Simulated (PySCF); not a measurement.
SiHF2, optimised at B3LYP/6-31G*:

```xyz
4

Si    -0.0685    -0.0062    -0.0204
F     -0.0099     0.5958    -1.5129
F     -0.0207    -1.6112    -0.1443
H      1.1687     0.4378     0.7054
```

Method: PySCF energies (xtb for GFN2) plus ideal-gas RRHO corrections (1 bar). 6-31G* has spherical d functions here. Open shells (unrestricted): SiHF2 (multiplicity 2). GFN2 has no spin-polarisation term. B3LYP is the form with VWN-RPA correlation. SiHF2: computed as isolated molecules; such fragments, hydroxides, amides, oligomers or adducts are transient or little studied in the gas.

Problem. List the harmonic frequencies (cm⁻¹, unscaled) at this level and at the other levels, each on its own geometry.

Solution. 
- B3LYP/6-31G*: 303, 761, 762, 868, 958, 2142
- GFN2-xTB: 247, 545, 572, 817, 845, 2440
- HF/6-31G*: 333, 843, 848, 930, 1013, 2367
- PBE/def2-SVP: 288, 712, 712, 828, 915, 2056
- PBE0/def2-TZVP: 307, 750, 750, 864, 939, 2151
